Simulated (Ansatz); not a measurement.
Results of HSE06+SOC (Ansatz, a first-principles code, plane waves, PAW) for SrHfN₂ (R-3m, No. 166; cell taken from a computed entry).

Settings: plane-wave cutoff 460 eV, 8×8×8 k mesh, Fermi–Dirac smearing 0.01 eV, PAW data made under PBE.

Cell (relaxed with PBEsol):

```
CELL_PARAMETERS angstrom
      1.65982     0.95830     5.86088
     -1.65982     0.95830     5.86088
      0.00000    -1.91660     5.86088
ATOMIC_POSITIONS crystal
  Sr 0.00000 0.00000 0.00000
  Hf 0.50000 0.50000 0.50000
  N  0.23313 0.23313 0.23313
  N  0.76687 0.76687 0.76687
```

Task: Give the computed band gap, smallest direct gap on the k points sampled and Γ–Γ gap.

Result: 
band gap: 1.10 eV (on the SCF k mesh) (indirect)
smallest direct gap on the k points sampled: 1.73 eV
Γ–Γ gap: 3.48 eV

Note: cell and atoms aren't relaxed at this level (pressure 2.8 GPa).

Computed values are for the static lattice.

Cost on a shared machine: roughly 27 core-minutes.
